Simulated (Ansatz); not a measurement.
# BSiH₃ (triplet): wave-function methods side by side at distance B1–H4 along a hydrogen transfer = 1.110 Å, cc-pVDZ

The task here is to estimate one member of a computed series from the others.

The runs use Ansatz 0.2.0, Gaussian basis; cc-pVDZ, core rule «outside noble gas», up to 6 orbitals frozen.

To be run: UHF; CCSD(T) on ROHF; CCSD(T) on UHF; BCCD(T) on ROHF; CISD; CCSDT(Q) on ROHF; CCSDT(Q) on UHF; CASSCF and MRCISD+Q, 4 electrons in 4 orbitals; CASSCF and NEVPT2, 4 electrons in 4 orbitals.

11 further runs of the same task are left out: 3 for a known fault of the program, 7 that didn't finish, 1 set aside as unsound or not needed.

## What is computed

The geometry derives from fragments relaxed apart (PBE0/def2-TZVP) and kept rigid, so it is no stationary point. A hydrogen atom is moved between rigid fragments.

5 atoms, charge 0, spin multiplicity 3.

Atoms are counted from 1 here; the program's logs count them from 0.

Bond lengths: B1–H2 1.193 Å, B1–H3 1.193 Å, B1–H4 1.110 Å. Angles: H2–B1–H3 120.0°, H2–B1–H4 120.0°, H3–B1–H4 120.0°.

The first run:

The input, in.yaml:

```yaml
crystal:
  periodic: [false, false, false]
  atoms:
    - {symbol: B, position_ang: [-2.291312, 0.000000, 0.000000]}
    - {symbol: H, position_ang: [-2.888045, 1.033571, 0.000000]}
    - {symbol: H, position_ang: [-2.888045, -1.033571, 0.000000]}
    - {symbol: H, position_ang: [-1.181312, 0.000000, 0.000000]}
    - {symbol: Si, position_ang: [1.131688, 0.000000, 0.000000]}
basis:
  gaussian: {orbitals: cc-pVDZ}
magnetization: {spin_polarized: true, initial_magnetization: 2}
hamiltonian: {xc: hf}
output: {orbitals: {seedname: orbitals}}
```

Launch:

```console
ansatz run in.yaml --threads 1 --pin off --events-out ev --progress --plain --max-ram 2393MiB
```

Steps of the session up to this table: UHF; CCSD(T) on ROHF; CCSD(T) on UHF; BCCD(T) on ROHF; CISD; CCSDT(Q) on ROHF; CCSDT(Q) on UHF; CASSCF and MRCISD+Q, 4 electrons in 4 orbitals; CASSCF and NEVPT2, 4 electrons in 4 orbitals.

One table of the session follows, with a row left open; its other results are not shown here.

| method | from UCCSDT(Q) (meV) |
| --- | --- |
| ROHF | +5173.1 |
| UHF | +5067.6 |
| RMP2 | +1260.4 |
| UMP2 | +1257.7 |
| CISD | +469.6 |
| RCCSD | +109.4 |
| UCCSD | +106.1 |
| RCCSD(T) | +25.9 |
| UCCSD(T) | +25.2 |
| BCCD(T) | ? |
| RCCSDT | +2.9 |
| UCCSDT | +2.7 |
| RCCSDT(Q) | +0.2 |
| UCCSDT(Q) | 0 |
| CASSCF pair | +4813.5 |
| MRCISD pair | +419.6 |
| MRCISD+Q pair | -29.7 |

**Question.** Estimate the row for BCCD(T).

The run gave: from UCCSDT(Q) (meV): +25.8. In the column «from UCCSDT(Q) (meV)» it lies between UCCSD(T) (+25.2) and RCCSD(T) (+25.9).

Left out of the table: NEVPT2 pair (the active space lost an orbital or holds another state than full CI finds).

To keep in mind: Restricted and unrestricted rows rest on different reference determinants; where their highest levels disagree by more than a few hundredths of an eV, they describe different states and don't form one ladder. Warnings in the runs' records: passed over end.
